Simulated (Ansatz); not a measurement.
## Stretch profile

C2H4Si (SMILES C#C[SiH3]), closed shell, at its PBE0-D4/def2-TZVP minimum:

C1  (-0.581, -1.871, 0.172)
C2  (-0.218, -0.727, 0.062)
Si3  (0.330, 1.004, -0.104)
H4  (-0.901, -2.884, 0.269)
H5  (-0.094, 1.528, -1.425)
H6  (-0.282, 1.818, 0.975)
H7  (1.808, 1.063, 0.004)
(Å)

The bond length Si3–H7 (1.483 Å at the minimum) is set to the values below, the two halves moving rigidly along the bond. Each method's energies count from its own value at the PBE0-D4 minimum structure. Computed with Ansatz 0.2.0 (basis: def2-TZVPP); correlated methods freeze the cores. B3LYP uses VWN-RPA correlation.

CCSD(T) energies along the scan:
| bond length (Å) | CCSD(T) (eV) |
| --- | --- |
| 1.335 | 0.232 |
| 1.365 | 0.138 |
| 1.408 | 0.049 |
| 1.459 | 0.003 |
| 1.516 | 0.013 |
| 1.576 | 0.077 |
| 1.641 | 0.195 |
| 1.709 | 0.357 |
| 1.780 | 0.556 |
They count from the CCSD(T) energy at the PBE0-D4 minimum.

Minimum and curvature along this coordinate at CCSD(T): A fifth-order fit through the nearest points gives 1.477 Å, with a curvature of about 18 eV/Å².

Treat the two halves as rigid bodies and work out the harmonic wavenumber of this stretch from that curvature (ν̃ = 521.5 √(k/μ) cm⁻¹ with k in eV/Å² and μ in u).

The halves weigh 55.13 and 1.01 u, so μ = 55.13 × 1.01/56.14 = 0.992 u and ν̃ = 521.5 √(18/0.992) ≈ 2200 cm⁻¹. A true normal mode mixes in other motions, so this is a guide only.

Largest difference from the CCSD(T) curve over the scan: r2SCAN-D4 0.027; B3LYP-D4 0.026; wB97M-V 0.024; MP2 0.040 eV. Each curve counts from its own value at the minimum.

No T1 diagnostic of these runs exceeds 0.014.

For scale, one of the runs: CCSD(T)/def2-TZVPP, 160 basis functions (an equivalent command: `ansatz run in.yaml --threads 2`). Time: 8 s of wall clock on 2 CPU threads; the host was shared. Peak host memory: 1.3 GiB.
